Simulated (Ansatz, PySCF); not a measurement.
Process, species as SMILES: Cl[C](Cl)Cl -> Cl[C](Cl)Cl as singlet, charge -1 (an electron is taken up)
Each molecule is optimised on its own at B3LYP-D3(BJ)/def2-TZVP (Ansatz, an electronic-structure program).

Property: adiabatic electron affinity (0 K, with B3LYP-D3(BJ) harmonic zero-point energies from PySCF), positive where the reaction releases energy, in eV. Cores are frozen in the correlated levels unless marked. Open shells are spin-unrestricted. No spin-orbit coupling. No relativistic terms. Anions need diffuse functions: aug- sets have them; def2-D sets add few; the other sets have none. CBS(X,Y): correlation extrapolated as X^-3; Hartree-Fock from the larger set. [CCSD(T)-MP2]/basis is that difference in the basis named.

```csv
level,program,adiabatic electron affinity (eV),minus last row
HF/cc-pV(D+d)Z,Ansatz,0.72,-1.40
HF/def2-TZVPD,PySCF,0.73,-1.39
HF-D4/def2-TZVPD,PySCF + dftd4,0.77,-1.35
RI-HF/aug-cc-pV(Q+d)Z,Ansatz,0.72,-1.40
PBE/def2-TZVPD,Ansatz,1.99,-0.13
BLYP-D3(BJ)/def2-TZVPD,Ansatz + dftd3,2.10,-0.02
revPBE-D3(BJ)/def2-TZVPD,Ansatz + dftd3,2.01,-0.11
revPBE/def2-TZVPD,Ansatz,2.02,-0.10
r2SCAN/def2-TZVPD,Ansatz,1.91,-0.21
r2SCAN-D3(BJ)/def2-TZVPD,Ansatz + dftd3,1.91,-0.21
r2SCAN-D4/def2-TZVPD,Ansatz + dftd4,1.91,-0.21
PBE0-D4/def2-TZVP,Ansatz + dftd4,1.67,-0.45
BHLYP-D3(BJ)/def2-TZVPD,Ansatz + dftd3,1.70,-0.42
r2SCANh-D4/def2-TZVPD,Ansatz + dftd4,1.84,-0.28
LC-wPBE-D4/def2-TZVPD,Ansatz + dftd4,1.60,-0.52
MP2/cc-pV(T+d)Z,Ansatz,1.76,-0.36
MP2/cc-pVTZ,Ansatz,1.80,-0.32
CCSD/STO-3G,Ansatz,-0.80,-2.92
CCSD/cc-pVTZ,Ansatz,1.69,-0.43
CCSD(T)/cc-pVTZ,Ansatz,1.82,-0.30
"RI-MP2/CBS(aug-cc-pV(T+d)Z,aug-cc-pV(Q+d)Z)+[CCSD(T)-MP2]/aug-cc-pV(D+d)Z",Ansatz,2.12,0.00
```
